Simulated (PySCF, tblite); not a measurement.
# K+ and hydrosulfide

A gas-phase complex of K+ and hydrosulfide; neutral, singlet. The structure comes from a short search (6 tight-binding starts) and was relaxed by PBE0-D3(BJ)/def2-SVPD; another way of binding may lie lower. Frequencies by PBE0-D3(BJ)/def2-SVPD show no clear imaginary mode.

| part | name | SMILES | atoms | charge | multiplicity |
| --- | --- | --- | --- | --- | --- |
| 1 | K+ | [K+] | 1 | +1 | 1 |
| 2 | hydrosulfide | [SH-] | 2–3 | -1 | 1 |

```csv
atom,part,x (Å),y (Å),z (Å)
K1,1,-0.346,-2.456,0.113
S2,2,-1.464,-0.431,-1.549
H3,2,-0.706,-0.640,-2.649
```

Contacts between parts, classed by geometry: K1···S2 2.848 Å (ion contact).

Interaction energies are complex less parts, with the parts frozen as they stand in it; counterpoise-corrected, in kcal/mol (PySCF).

Task: How strongly do the parts interact, level by level?

Result: 
| level | interaction | superposition error removed |
| --- | --- | --- |
| wB97M-D3(BJ)/def2-TZVPD | -113.33 | -0.11 |
| PBE0-D3(BJ)/def2-TZVPD | -115.29 | -0.12 |

Task: What holds them together? Decompose the wB97M-D3(BJ)/def2-TZVPD energy: frozen parts, their antisymmetrised product, then relaxation.

Result: electrostatic -133.2, Pauli repulsion +34.7, orbital relaxation -14.4, dispersion correction -0.5 kcal/mol, which sum to the value before the counterpoise correction; the Pauli term holds the exchange-correlation of the frozen density too. Of the attraction, 90 % is electrostatic, 10 % is orbital relaxation, 0 % is dispersion correction.

The parts were also relaxed and run alone, at the levels used for the complex: shieldings by PBE0/aug-pcSseg-2.

Task: How do these values change when the complex forms?

Result: 
```
             property   alone  in the complex  change
shielding of K1 (ppm)  1325.5          1225.2  -100.3
shielding of S2 (ppm)   889.4           800.2   -89.2
```

Task: What are the binding energy from relaxed parts (wB97M-D3(BJ)/def2-TZVPD), and ΔH and ΔG of association at 298.15 K and 1 atm?

Result: -113.34 kcal/mol, -112.54 with zero-point energy; ΔH -113.1 and ΔG -108.0 kcal/mol, from harmonic vibrations by PBE0-D3(BJ)/def2-SVPD with low modes damped.
